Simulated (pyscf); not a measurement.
This saddle point was located with ωB97X-D3(BJ)/def2-SVP in PySCF.

```xyz
6

S      0.1243     2.0899     0.2530
Si     0.6687     0.1683    -0.0580
H     -0.9534     0.5564     0.0446
H     -0.9464    -0.4085    -0.1047
H      1.0838    -0.3631    -1.3830
H      1.1461    -0.7345     1.0224
```
Charge 0, spin multiplicity 1.

Surface: singlet, charge 0. Lowest wavenumbers (cm⁻¹): 1343i, 601, 645, 664, 776.

**Question.** What reaction is this the transition state of?

**Answer.** `[SiH3][SH]` <-> `[SiH2]=[S]` + `[H][H]`, an elimination read from left to right: H–S, H–Si broken and H–H formed. At ωB97M-D3(BJ)/def2-TZVP it lies +227.4 kJ/mol from the left side and +90.8 kJ/mol from the right (each side as separated species at their lowest minima found). At the saddle there is also a short H–Si contact that neither side keeps. This is the saddle that the search found; another between the same sides may lie lower.
